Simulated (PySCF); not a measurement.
PySCF input (CCSD(T)/cc-pVDZ):

```python
from pyscf import gto, scf, mp, cc as ccmod

mol = gto.M(
    atom='''
    Cl    0.00000000    0.00000000    0.00000000
    ''',
    basis='cc-pvdz',
    charge=-1,
    spin=0,
    verbose=4,
)

mf = scf.RHF(mol)
mf.conv_tol = 1e-10
mf.max_cycle = 100
mf.kernel()
mp2 = mp.MP2(mf, frozen=5).run()
cc = ccmod.CCSD(mf, frozen=5)
cc.max_cycle = 100
cc.kernel()
et = cc.ccsd_t()
print(f'E(CCSD(T)) = {cc.e_tot + et:.9f}')
```

End of the output:

```
Extra cycle  E= -459.542220316879  delta_E= 5.68e-14  |g|= 7.57e-09  |ddm|= 6.1e-08
converged SCF energy = -459.542220316879

******** <class 'pyscf.mp.mp2.RMP2'> ********
nocc = 4, nmo = 13
frozen orbitals 5
E(RMP2) = -459.676625668026  E_corr = -0.134405351147098
E(SCS-RMP2) = -459.671772462903  E_corr = -0.129552146024256
E_corr(same-spin) = -0.0366164715603019
E_corr(oppo-spin) = -0.0977888795867966

******** <class 'pyscf.cc.ccsd.CCSD'> ********
CC2 = 0
CCSD nocc = 4, nmo = 13
frozen orbitals 5
max_cycle = 100
direct = 0
conv_tol = 1e-07
conv_tol_normt = 1e-05
diis_space = 6
diis_start_cycle = 0
diis_start_energy_diff = 1e+09
Init t2, MP2 energy = -459.676625668006  E_corr(MP2) -0.134405351127041
Init E_corr(CCSD) = -0.13440535112704
cycle = 1  E_corr(CCSD) = -0.144329443784985  dE = -0.00992409266  norm(t1,t2) = 0.0191765
cycle = 2  E_corr(CCSD) = -0.14572974369785  dE = -0.00140029991  norm(t1,t2) = 0.00448078
cycle = 3  E_corr(CCSD) = -0.146210741145321  dE = -0.000480997447  norm(t1,t2) = 0.00141289
cycle = 4  E_corr(CCSD) = -0.146215328791574  dE = -4.58764625e-06  norm(t1,t2) = 0.000139465
cycle = 5  E_corr(CCSD) = -0.146214730503006  dE = 5.98288568e-07  norm(t1,t2) = 1.87205e-05
cycle = 6  E_corr(CCSD) = -0.14621484176976  dE = -1.11266753e-07  norm(t1,t2) = 1.69873e-06
cycle = 7  E_corr(CCSD) = -0.146214835118205  dE = 6.65155434e-09  norm(t1,t2) = 2.32685e-07
CCSD converged
E(CCSD) = -459.6884351519971  E_corr = -0.1462148351182053
CCSD(T) correction = -0.00115063985566785
E(CCSD(T)) = -459.689585792
```
